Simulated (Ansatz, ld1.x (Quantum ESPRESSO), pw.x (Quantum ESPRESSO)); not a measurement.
**Equation-of-state test of one TM potential (H (Z = 1))**

- Element: H
- Generator: ld1.x (Quantum ESPRESSO) 7.5
- Type: norm-conserving Troullier–Martins (Kleinman–Bylander form)
- Functional: LDA (PW92)
- Relativity: scalar-relativistic
- Frozen core: none
- Valence charge: 1
- Reference configuration: 1s1
- Partial waves: 2p channel at 0.15 Ry: rc 1.40 bohr; 1s (bound): rc 1.50 bohr
- Local potential: the s channel
- Core correction: none

Atomic tests: cutoffs needed: 18 Ry and 30 Ry (the cutoffs (Ry, on a coarse ladder) from which the occupation-weighted sum of valence levels, in a spherical-Bessel basis at the reference potential, stays within 10 and 1 mRy of its value at 400 Ry); ghost test: no extra level below or beside the all-electron valence levels (p, s, d, f tested) (spherical-Bessel basis up to 400 Ry, 20 bohr box).

Crystal test: sc H in pw.x 7.5, no spin, 18³ k-points, Fermi–Dirac smearing 0.01 Ry, cutoffs 40/160 Ry. The reference is all-electron LAPW (Ansatz 0.2.0) with the same functional, mesh and smearing; V0 and B0 come from Birch–Murnaghan fits to the pressures at five volumes. Errors are pseudo minus all-electron; Δ is the rms difference of the E(V) curves that follow from these fits, minima aligned, over ±6 % about the mean V0. Mesh and smearing are coarse, so the numbers serve the comparison and aren't converged zero-temperature values; the lattice is a test structure that the element need not adopt.

| V (Å³/atom) | P all-electron (GPa) | P pseudo (GPa) |
| --- | --- | --- |
| 2.841 | 7.52 | 9.95 |
| 2.915 | 4.24 | 6.50 |
| 2.990 | 1.28 | 3.39 |
| 3.065 | -1.38 | 0.59 |
| 3.139 | -3.78 | -1.93 |

All-electron: a0 = 1.446 Å (V0 = 3.02 Å³/atom), B0 = 108.1 GPa.

Pseudopotential: mean pressure error (GPa): +2.13; a0 (Å): 1.455; a0 error (%): +0.62; B0 error (%): -1.1; Δ (meV/atom): 1.3. The largest radius (1.50 bohr) exceeds half the bond length (1.36 bohr), so the spheres overlap, which is one possible source of error among others. This is a poor potential for the solid.

**Question.** At the middle volume, how do free energy and pressure move when the wave cutoff is lowered (ecutrho kept at four times it)?

**Answer.**

```
cutoff (Ry)  shift of F (meV/atom)  shift of P (GPa)
         18                  +75.9            -10.45
         24                  +18.3             -4.35
         32                   +1.0             -0.54
```

The run at the middle volume (220 k-points, 4 iterations) took about 0.7 s on one core of a shared host (Neoverse-V2, 96 threads, 742 GiB, load 34).
